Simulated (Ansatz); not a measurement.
**Molecular dynamics of H5NOSi**

Input:

```yaml
crystal:
  periodic: [false, false, false]
  atoms:
    - { symbol: Si, position_ang: [0.003772, -0.121719, 0.023558] }
    - { symbol: O, position_ang: [-0.169081, 0.01732, 1.679365] }
    - { symbol: H, position_ang: [-1.064063, 0.149319, 2.004997] }
    - { symbol: H, position_ang: [1.475688, -0.228823, -0.149117] }
    - { symbol: H, position_ang: [-0.574018, 1.073651, -0.664258] }
    - { symbol: "N", position_ang: [-0.764542, -1.467479, -0.721099] }
    - { symbol: H, position_ang: [-0.495149, -2.424691, -0.527761] }
    - { symbol: H, position_ang: [-1.704307, -1.40848, -1.092386] }
basis:
  gaussian: { orbitals: def2-SVP }
hamiltonian:
  xc: pbe0
  dispersion: d4
md:
  timestep: 1.0
  n_steps: 250
  ensemble: nve
  temperature: 300.0
  initial_velocities: maxwell_boltzmann
  seed: 928216
```

Run as:

```bash
$ ansatz run input.yaml --threads 1 --pin off --max-ram 2048MiB --backend cpu --events-out ev --progress --plain --runs-dir out
```

It starts from a relaxed structure.

Output, in part (step lines, the closing report, with atoms numbered from 0):

```
md step     0: t =     0.00 fs  T =   300.0 K  F+E_penalty+E_count = -11485.34154319 eV  E_kin = 0.232668 eV  conserved = -11485.10887519 eV  (23 SCF iters)
[... lines left out ...]
Total energy: -11485.21108580 eV, -422.0737224473 hartree
Atom 0 at     0.029007    -0.123739     0.007010 Å, force    -0.552178    -0.066712     1.095929 eV/Å
Atom 1 at    -0.203093     0.036428     1.678289 Å, force     0.466521    -0.047924    -0.632704 eV/Å
Atom 2 at    -1.054248    -0.223828     2.046437 Å, force     0.098029    -0.015239    -0.228463 eV/Å
Atom 3 at     1.463039    -0.263831    -0.305529 Å, force     0.286112    -0.011838     0.253460 eV/Å
Atom 4 at    -0.535344     1.041035    -0.658239 Å, force    -0.194829     0.779375    -0.261097 eV/Å
Atom 5 at    -0.795649    -1.469003    -0.645572 Å, force    -0.332767    -0.088536    -0.143031 eV/Å
Atom 6 at    -0.262364    -2.246839    -0.990979 Å, force    -0.013179    -0.432989    -0.128268 eV/Å
Atom 7 at    -1.703930    -1.371374    -1.091589 Å, force     0.242290    -0.116137     0.044174 eV/Å
Dipole moment:    -0.321350    -0.287071    -0.251781 e Å
```

The steps, from the saved trajectory:

| time (fs) | T (K) | potential energy less start (eV) | conserved less start (meV/atom) |
| --- | --- | --- | --- |
| 0.0 | 300 | 0.000 | 0.00 |
| 8.0 | 141 | 0.125 | 0.19 |
| 16.0 | 179 | 0.096 | 0.33 |
| 24.0 | 98 | 0.160 | 0.42 |
| 32.0 | 129 | 0.135 | 0.33 |
| 40.0 | 138 | 0.127 | 0.24 |
| 48.0 | 121 | 0.141 | 0.28 |
| 56.0 | 193 | 0.086 | 0.32 |
| 64.0 | 121 | 0.143 | 0.45 |
| 72.0 | 183 | 0.094 | 0.45 |
| 80.0 | 73 | 0.179 | 0.40 |
| 88.0 | 200 | 0.078 | 0.14 |
| 96.0 | 131 | 0.133 | 0.18 |
| 104.0 | 123 | 0.140 | 0.30 |
| 112.0 | 184 | 0.093 | 0.38 |
| 120.0 | 149 | 0.120 | 0.36 |
| 128.0 | 219 | 0.064 | 0.16 |
| 136.0 | 116 | 0.144 | 0.17 |
| 144.0 | 179 | 0.095 | 0.19 |
| 152.0 | 104 | 0.156 | 0.44 |
| 160.0 | 156 | 0.115 | 0.41 |
| 168.0 | 126 | 0.137 | 0.31 |
| 176.0 | 149 | 0.119 | 0.23 |
| 184.0 | 200 | 0.080 | 0.22 |
| 192.0 | 96 | 0.162 | 0.38 |
| 200.0 | 161 | 0.111 | 0.43 |
| 208.0 | 96 | 0.162 | 0.44 |
| 216.0 | 175 | 0.098 | 0.23 |
| 224.0 | 170 | 0.102 | 0.13 |
| 232.0 | 181 | 0.094 | 0.23 |
| 240.0 | 174 | 0.101 | 0.32 |
| 248.0 | 116 | 0.146 | 0.37 |

All steps were run. The conserved energy stayed within 0.56 meV per atom of its start (net change 0.2 meV per atom), so the integration is sound. Over the second half the temperature averaged 0.50 of the 300 K drawn at the start: a run that starts near a minimum puts about half its kinetic energy into the potential. A run of 0.25 ps of so small a system gives no equilibrium averages.

The same pairs are bonded in the first frame and the last. Pairs count as bonded within 1.25 times the sum of covalent radii (0.12 Å more for H–H).

Last frame:

```xyz
8
Properties=species:S:1:pos:R:3
Si 0.029 -0.124 0.007
O -0.203 0.036 1.678
H -1.054 -0.224 2.046
H 1.463 -0.264 -0.305
H -0.535 1.041 -0.658
N -0.796 -1.469 -0.646
H -0.262 -2.247 -0.991
H -1.704 -1.371 -1.092
```

The run took 6 min on 1 thread of Arm Neoverse V2 (shared host), peak memory 0.12 GiB.
